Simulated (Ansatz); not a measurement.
Molecule (SMILES): [CH]=O (CH-O), doublet.
Atoms: C1, O2, H3. Bonds: C1-O2, C1-H3.

Basis-set convergence of the lowest harmonic wavenumber at HF with Ansatz (a first-principles code). Each level at its own minimum, finite differences of forces, unscaled; the reference is a large set that could be run, not a limit. Cartesian d functions, on some or all atoms, in 6-31G*, 6-31+G*; all else is spherical. The program fits the integrals of some runs and decomposes those of others, by size. Open shells are unrestricted. No added dispersion term, no relativity. Reference: the value in def2-QZVPPD, 1223 cm⁻¹. Deviations are taken from unrounded values.

| basis | functions | lowest harmonic wavenumber (cm⁻¹) |
|---|---|---|
| 6-31G* | 32 | 1251 |
| 6-31+G* | 40 | 1239 |
| cc-pVDZ | 33 | 1217 |
| aug-cc-pVDZ | 55 | 1202 |
| def2-SVP | 33 | 1236 |
| def2-SVPD | 51 | 1220 |
| pcseg-1 | 33 | 1238 |
| aug-pcseg-1 | 55 | 1218 |
| 6-311G** | 42 | 1229 |
| 6-311+G** | 50 | 1220 |
| def2-TZVP | 68 | 1225 |
| def2-TZVPD | 86 | 1220 |
| cc-pVTZ | 74 | 1225 |
| aug-cc-pVTZ | 115 | 1220 |
| pcseg-2 | 74 | 1226 |
| aug-pcseg-2 | 115 | 1221 |
| def2-TZVPP | 76 | 1224 |
| def2-TZVPPD | 94 | 1221 |
| def2-QZVPP | 144 | 1224 |
| def2-QZVPPD | 162 | 1223 |

What the diffuse functions change, pair by pair:
- 6-31G* to 6-31+G*: 8 more functions, deviation 28 to 16 cm⁻¹
- cc-pVDZ to aug-cc-pVDZ: 22 more functions, deviation -6 to -21 cm⁻¹
- def2-SVP to def2-SVPD: 18 more functions, deviation 13 to -4 cm⁻¹
- pcseg-1 to aug-pcseg-1: 22 more functions, deviation 14 to -5 cm⁻¹
- 6-311G** to 6-311+G**: 8 more functions, deviation 6 to -4 cm⁻¹
- def2-TZVP to def2-TZVPD: 18 more functions, deviation 1 to -3 cm⁻¹
- cc-pVTZ to aug-cc-pVTZ: 41 more functions, deviation 2 to -3 cm⁻¹
- pcseg-2 to aug-pcseg-2: 41 more functions, deviation 2 to -2 cm⁻¹
- def2-TZVPP to def2-TZVPPD: 18 more functions, deviation 1 to -3 cm⁻¹
- def2-QZVPP to def2-QZVPPD: 18 more functions, deviation 1 to 0 cm⁻¹

Leaving out the reference's own pair, they bring the value nearer the reference by more than 1 cm⁻¹ in 4 of 9 pairs.
